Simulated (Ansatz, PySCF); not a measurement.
Molecule: molecular chlorine, Cl$_{2}$ (charge 0, singlet). 
Geometry from a B3LYP-D3(BJ)/def2-TZVP (Ansatz, a quantum-chemistry and plane-wave program) optimisation:
SMILES: ClCl
```xyz
2

Cl     0.0000     0.0000    -1.0068
Cl     0.0000     0.0000     1.0068
```

Property: vertical ionisation energy (to the doublet state of charge +1; each state is the SCF solution reached for its spin; for the doublet the Hartree-Fock reference is unstable and T1 is 0.015), in eV. Cores are frozen in the correlated levels unless marked. UHF or UKS for open shells. Spin-orbit coupling is left out. Non-relativistic.  The program attaches cautions to a run behind CCSD/def2-SVPD: other roots. The program attaches cautions to a run behind CCSD/aug-cc-pV(T+d)Z: other roots. The program attaches cautions to a run behind CCSD(T)/aug-cc-pV(D+d)Z: other roots. The program attaches cautions to a run behind CCSD(T)/def2-SVPD: other roots. The program attaches cautions to a run behind CCSD(T)/aug-cc-pV(T+d)Z: other roots. The program attaches cautions to a run behind CCSD(T)/def2-TZVPPD: other roots.

```tsv
level	program	vertical ionisation energy (eV)
PBE/def2-TZVPD	Ansatz	11.24
r2SCAN/def2-TZVPD	Ansatz	11.41
B3LYP/def2-TZVPD	Ansatz	11.49
PBE0/def2-TZVPD	Ansatz	11.51
BHLYP/def2-TZVPD	Ansatz	11.63
CAM-B3LYP/def2-TZVPD	Ansatz	11.63
wB97M-V/def2-TZVPD	Ansatz	11.60
wB97X-V/def2-TZVPD	Ansatz	11.66
CCSD/def2-SVPD	Ansatz	11.58
CCSD/aug-cc-pV(T+d)Z	Ansatz	11.60
CCSD(T)/aug-cc-pV(D+d)Z	Ansatz	11.40
CCSD(T)/def2-SVPD	Ansatz	11.49
CCSD(T)/aug-cc-pV(T+d)Z	Ansatz	11.53
CCSD(T)/def2-TZVPPD	Ansatz	11.50
```

For comparison, minus the highest occupied orbital energy (PySCF): 7.49 eV at TPSS/def2-TZVPD, 7.48 eV at SVWN5/def2-TZVPD, 10.15 eV at M06-2X/def2-TZVPD.
